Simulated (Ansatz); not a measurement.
# How far each method lies from full CI for Si2, singlet

Geometry: that of the Si2, triplet, kept fixed. The triplet lies 0.5 eV lower here.

```json
{"atom": "Si", "x (Å)": "0.0000", "y (Å)": "0.0000", "z (Å)": "0.0000"}
{"atom": "Si", "x (Å)": "0.0000", "y (Å)": "0.0000", "z (Å)": "2.2547"}
```

Basis cc-pVDZ; Ansatz 0.2.0. Only valence electrons are correlated (noble-gas cores frozen), which leaves 8 electrons in 26 orbitals. R marks a restricted (for open shells ROHF) determinant, U an unrestricted one. Active spaces: valence = (8e, 8o) chosen from the atoms' valence shells.

Full CI is exact within this basis and frozen core; it isn't the basis-set limit. The frozen core follows each run's orbitals, which can shift R against U totals by a few meV.

The determinant fills πx and πy unequally, so it is a mixture of Σ and Δ, which weighs on every level built on one determinant.

```
UHF ⟨S²⟩                            : 1.622
⟨S²⟩ of the determinant under UCCSD : 1.014
T1 diagnostic (RCCSD)               : 0.0188
largest doubles amplitude (RCCSD)   : 0.169
```

| level | E − E(full CI) (kJ/mol) | share of correlation (%) | wall time |
| --- | --- | --- | --- |
| RHF | 508.0 | 0.00 | – |
| UHF† | 423.8 | – | 1.4 s |
| RMP2 | 138.9 | 72.65 | – |
| UMP2† | 87.9 | – | – |
| CISD | 82.6 | 83.75 | 0.82 s |
| RCCSD | 39.4 | 92.24 | – |
| UCCSD*† | -1.2 | – | – |
| RCCSD(T) | 16.5 | 96.75 | 0.94 s |
| UCCSD(T)*† | -23.5 | – | 11 s |
| BCCD(T) | 16.6 | 96.74 | 0.94 s |
| RCCSDT | 9.7 | 98.09 | – |
| UCCSDT*† | -40.7 | – | – |
| CISDTQ | 10.9 | 97.85 | 7.5 s |
| RCCSDT(Q) | 3.9 | 99.24 | 2.8 s |
| UCCSDT(Q)*† | -48.7 | – | 17 s |
| RCCSDTQ* | 0.7 | 99.87 | 14 s (H100) |
| UCCSDTQ*† | -49.4 | – | 73 s (H100) |

An asterisk marks runs whose energy the program itself flagged as in doubt. A dagger marks rows that describe another state than the reference (another or a broken symmetry, a higher spin or other natural occupations), so the difference holds a gap between states beside the method's error.

The correlation energy at full CI, counted from RHF, is -5.265 eV. That run took 49 s on 2 threads of AMD EPYC 7R13 with a shared H100 80 GB, shared host over 27,944,940 determinants.

Run but not shown, since their state, orbitals or frozen core can't be matched to the reference's or they repeat it: CASSCF (valence space), NEVPT2 (valence space), NEVPT4(SD) (valence space), MRCISD (valence space), MRCISD+Q (valence space).

Times hold each run's SCF and search for its determinant on a shared host, so for small cases they say little of a method's own cost; rows without a card ran on 1 thread of AMD EPYC 7R13. Some runs computed forces too.

Unrestricted levels hold only the spin's projection, and here they fall towards a lower state of higher spin.

The full-CI state has the irrep Ag of D2h, in the program's axes (one component, if the state is degenerate).

Natural occupations of full CI about the gap: 1.946 1.905 1.891 0.966 0.934 0.089 0.087 0.046 0.020 0.020; effectively unpaired electrons, Σ n²(2−n)², 2.15. No single determinant describes this state well, so single-reference rows can miss without a flag.
